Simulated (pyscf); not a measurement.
# Four-centre exchange: InH₃ (SMILES [InH3]) + H₂O (SMILES O) -> InH₃ (SMILES [InH3]) + H₂O (SMILES O)

Gas phase, singlet surface, charge 0. Bonds broken: In1–H2, O5–H6. Bonds formed: In1–H6, H2–O5. Optimised with ωB97X-D3(BJ)/def2-SVP in PySCF. MP2 and CC: frozen core, UHF for open shells. ΔMP2 is the change of the MP2 total energy from the triple- to the quadruple-zeta basis.

Transition state (Å):

```xyz
7

In    -0.2293     0.8456    -0.0890
H     -0.0202    -1.2836    -1.3796
H      1.3587     1.3847     0.2251
H     -1.7164     1.6235    -0.4305
O     -0.3194    -1.3094     0.0147
H     -0.6696    -1.1821     1.4305
H     -1.2435    -1.5743    -0.1663
```

One imaginary mode, 1704i cm⁻¹; descent along it reached the two sides named, in the forms told below.

| bond | change | reactant side (Å) | saddle | product side |
|---|---|---|---|---|
| In1–H2 | breaks | 1.741 | 2.499 | 2.9 |
| O5–H6 | breaks | 0.967 | 1.464 | 3.1 |
| In1–H6 | forms | 2.9 | 2.572 | 1.735 |
| H2–O5 | forms | 3.0 | 1.426 | 0.967 |

Electronic energies relative to the separated reactants (kcal/mol):

| level | barrier | reaction energy | reverse barrier |
|---|---|---|---|
| ωB97X-D3(BJ)/def2-TZVP | 101.1 | 0.0 | 101.1 |
| PBE/def2-TZVP | 81.1 | 0.0 | 81.1 |
| r²SCAN/def2-TZVP | 87.5 | 0.0 | 87.5 |
| B3LYP-D3(BJ)/def2-TZVP | 90.2 | 0.0 | 90.2 |
| PBE0-D3(BJ)/def2-TZVP | 93.0 | 0.0 | 93.0 |
| M06-2X/def2-TZVP | 94.7 | 0.0 | 94.7 |
| ωB97M-D3(BJ)/def2-TZVP | 98.2 | 0.0 | 98.2 |
| HF/def2-TZVP | 129.7 | 0.0 | 129.7 |
| MP2/def2-QZVPP | 94.9 | 0.0 | 94.9 |
| CCSD/def2-TZVPP | 101.7 | 0.0 | 101.7 |
| CCSD(T)/def2-TZVPP | 94.1 | 0.0 | 94.1 |
| CCSD(T)/def2-TZVPP + ΔMP2(QZVPP) | 92.8 | 0.0 | 92.8 |

With CCSD(T)/def2-TZVPP + ΔMP2(QZVPP) energies and thermal terms (ideal gas, 1 atm, RRHO with modes under 100 cm⁻¹ raised to 100, one conformer, R ln 2 for rigid chiral ones), in kcal/mol:

```csv
T (K),ΔH‡,ΔG‡,ΔH,ΔG
298,88.6,96.9,0.0,0.0
600,89.3,105.0,0.0,0.0
900,90.4,112.6,0.0,0.0
1200,91.5,119.9,0.0,0.0
```

On the reactant side the descent ends in an adduct with a In–O contact (not fully relaxed), 14.2 kcal/mol under the separated species and 115.3 kcal/mol under the saddle at ωB97X-D3(BJ)/def2-TZVP. On the product side the descent ends in an adduct with a In–O contact, 14.0 kcal/mol under the separated species and 115.1 kcal/mol under the saddle at ωB97X-D3(BJ)/def2-TZVP. The same reactants have a lower exit, to HO–InH₂ + H₂ (barrier +12.9 kcal/mol at ωB97M-D3(BJ), against +98.2 kcal/mol here). This is the saddle that the search found; another between the same sides may lie lower. One closed-shell reference is unstable to symmetry breaking; treat the single-reference values with care. The CCSD(T) − MP2 part came from Ansatz, without density fitting, on the same reference. The frozen core leaves the outer d or s,p core shells of the metals and heavy elements correlated in the MP2 and CC values, and def2-TZVPP describes them poorly, which can shift differences by a few kcal/mol. Elements past Kr carry the def2 core potentials, without spin-orbit coupling.
